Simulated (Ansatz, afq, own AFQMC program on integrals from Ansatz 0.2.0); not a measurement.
**Atomization energy of Si₂Ge₂H₈, singlet, worked out**

```xyz
12

Si   -1.3866    0.3687   -0.9237
Ge   -0.9258    0.1093    1.4334
Si    1.3873   -0.3657    0.9239
Ge    0.9253   -0.1118   -1.4336
H    -2.3589   -0.6266   -1.4749
H    -1.8309    1.7429   -1.3164
H    -1.6825   -1.0527    2.1073
H    -1.1469    1.3839    2.2720
H     1.8368   -1.7372    1.3198
H     2.3561    0.6346    1.4725
H     1.1418   -1.3906   -2.2671
H     1.6844    1.0452   -2.1132
```

Basis def2-SVP. Only valence electrons are correlated. Integrals, coupled cluster, full CI and functionals: Ansatz 0.2.0; the random walks run on the same integrals in our own AFQMC program. The CISD trial takes its coefficients from CCSD amplitudes. Released means that phaseless walkers are propagated on without the constraint, phases kept. Uncertainties: one standard error, sampling alone. No spin–orbit coupling.

Total energies in eV. CBS is CCSD(T) at the limit of def2-TZVPP/QZVPP (MP2 extrapolated, CCSD(T) minus MP2 added); the highest rung of each member is named.

Cautions: inner d shell frozen; no relativity below Rb; no spin-orbit coupling; Si₂Ge₂H₈ (singlet): the released value is read at 0.90 1/Eh with a noise of 11 meV, more than in the cases checked (meV from the phaseless value at times in 1/Eh: 0 ± 8 at 0.21, -10 ± 10 at 0.42, -9 ± 12 at 0.63, -4 ± 11 at 0.90).

| member | count | CCSD(T)/def2-SVP | highest rung in def2-SVP | which | CCSD(T)/CBS |
| --- | --- | --- | --- | --- | --- |
| Si (triplet) | +2 | -7859.0718 | -7859.0829 | FCI | -7862.5673 |
| Ge (triplet) | +2 | -56466.7777 | -56466.7864 | FCI | -56475.6421 |
| H (doublet) | +8 | -13.5861 | -13.5861 | FCI | -13.6059 |
| Si₂Ge₂H₈, singlet | -1 | -128792.0300 | -128792.1036 ± 0.0110 | released AFQMC | -128819.4252 |

Task: Work out the best estimate of the atomization energy: the CCSD(T)/CBS difference plus the step from CCSD(T) to the highest rung.

Result: Sums with the counts: CCSD(T)/CBS 34.1592 eV, highest rung 31.6762 eV, CCSD(T)/def2-SVP 31.6422 eV. The step is 31.6762 − 31.6422 = 0.0340 eV, so the best estimate is 34.1592 + (0.0340) = 34.1932 eV = 3299.1 kJ/mol, with sampling noise 0.011 eV. The basis set is worth 2.517 eV of it. Zero-point, core-correlation and spin–orbit terms aren't in it. Past Ne the Hartree–Fock part of each CBS total tends to overshoot, since the cores don't follow the formula; that largely cancels in the difference.

Best estimates are given only where the step beyond CCSD(T) is under 0.3 eV and no member's determinant is very poor (T1 over 0.05, or 0.07 for open shells, ⟨S²⟩ too high by 0.3, two states mixed), so the hardest cases are missing from such tables.

Each member of a difference takes its own highest rung, so a best estimate needn't equal the limit plus the step of one row. Released energies are given only where the last usable release times agree within the noise; a slower fall can still hide under it.
